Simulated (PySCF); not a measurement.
Indirect couplings

Cartesian coordinates in Å; atom numbers follow the order of the lines, from 1:
```xyz
6

C    -0.7190   -0.0788   -0.1062
C     0.5723    0.0631    0.0778
F     1.2319    1.2124    0.0321
F     1.4233   -0.9198    0.3388
H    -1.3345    0.7745   -0.3133
H    -1.1709   -1.0495   -0.0508
```

Method: B3LYP/pcJ-1//GFN2-xTB, PySCF 2.14.0 with density-fitted response routines; isolated molecule, single conformer, non-relativistic. Couplings are averaged over pairs made equivalent by symmetry, fast rotation or ring inversion, so a value needn't be that of the named pair in this geometry, while other rotamers aren't included; one pair stands for each set, and the list holds those of at least 0.8 Hz over up to four bonds. One-bond C–F couplings come out tens of Hz too large with common functionals.

Isotopes: $^{13}$C, $^{19}$F, $^{1}$H.

```json
{"pair": "C1, C2", "bonds": "1", "J (Hz)": "130.7"}
{"pair": "C1, H5", "bonds": "1", "J (Hz)": "175.0"}
{"pair": "C2, F3", "bonds": "1", "J (Hz)": "-374.0"}
{"pair": "C1, F3", "bonds": "2", "J (Hz)": "?"}
{"pair": "C2, H5", "bonds": "2", "J (Hz)": "?"}
{"pair": "F3, F4", "bonds": "2", "J (Hz)": "-74.4"}
{"pair": "H5, H6", "bonds": "2", "J (Hz)": "-6.4"}
{"pair": "F3, H5", "bonds": "3", "J (Hz)": "?"}
{"pair": "F3, H6", "bonds": "3", "J (Hz)": "31.2"}
```

Q: Estimate the withheld couplings, with signs.

A: 
- $^{2}J$(C1,F3) = 25.2 Hz (angle at C2 125°)
- $^{2}J$(C2,H5) = 0.9 Hz (angle at C1 120°)
- $^{3}J$(F3,H5) = -1.1 Hz (dihedral angle 0°)
